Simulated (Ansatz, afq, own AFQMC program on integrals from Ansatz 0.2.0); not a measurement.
## Cl, doublet: AFQMC among the cluster methods

A free Cl atom.

Basis def2-SVP. Only valence electrons are correlated. Ansatz 0.2.0 and our own AFQMC program on the same integrals; the CISD trial comes from CCSD amplitudes, and released means the phaseless constraint is let go. Free projection: walkers drawn from exp(T), propagated without any constraint. Its projection time is finite, and what remains of the start isn't in its error. Error bars are statistical, one sigma.

Determinant: UHF, the one that the program's search chose, which needn't be the lowest solution.

Full CI is exact in this basis; its frozen core comes from its own orbitals, which moves totals by up to a few meV.

Cautions: full CI with its own frozen core.

```
T1 diagnostic                               : 0.0054
weight of the determinant in the CISD state : 0.954
⟨S²⟩ of the determinant                     : 0.755
size of the correlated space                : 7 electrons in 13 orbitals
```

| level | correlation energy (eV) |
| --- | --- |
| MP2 | -2.9643 |
| CCSD | -3.4195 |
| CCSD(T) | -3.4474 |

Question: Estimate where phaseless AFQMC with the Hartree–Fock trial lies against CCSD(T) on the same integrals.

Answer: 1.70 ± 0.47 mEh above CCSD(T).

Reference: full CI, correlation energy -3.455 eV. The released energy is read at 1.50 1/Eh (meV from the phaseless value at times in 1/Eh: -1.6 ± 0.6 at 0.24, -1.0 ± 1.9 at 0.50, -3.8 ± 0.6 at 1.00, -4.5 ± 0.6 at 1.50). CCSDTQ lies 0.4 meV below full CI, in part by the other frozen core, which shifts every row alike, so rows that close can't be ranked against it.

```csv
level,E − E(reference) (mEh),share of correlation (%)
CCSD(T),0.30,99.77
CCSDT,0.12,99.91
CCSDT(Q),0.00,100.00
CCSDTQ,-0.02,100.01
ph-AFQMC/HF,1.99 ± 0.47,98.43
ph-AFQMC/CISD,0.14 ± 0.03,99.89
released AFQMC,-0.03 ± 0.02,100.02
free AFQMC,-0.08 ± 0.02,100.06
```

CCSDT and higher add their correlation energy to the determinant of the CCSD(T) run, since their own runs factorise the integrals more tightly (a shift of under 2 meV). Free projections are given only where their last times agree within the noise and don't stop above the reference; a slow remainder of the start can still hide under it. A walk keeps the symmetry of its determinant, which the program's search chose and which needn't be the lowest solution, so a lower state of the same spin and another symmetry isn't excluded. Released energies are given only where the last usable release times agree within the noise; a slower fall can still hide under it.
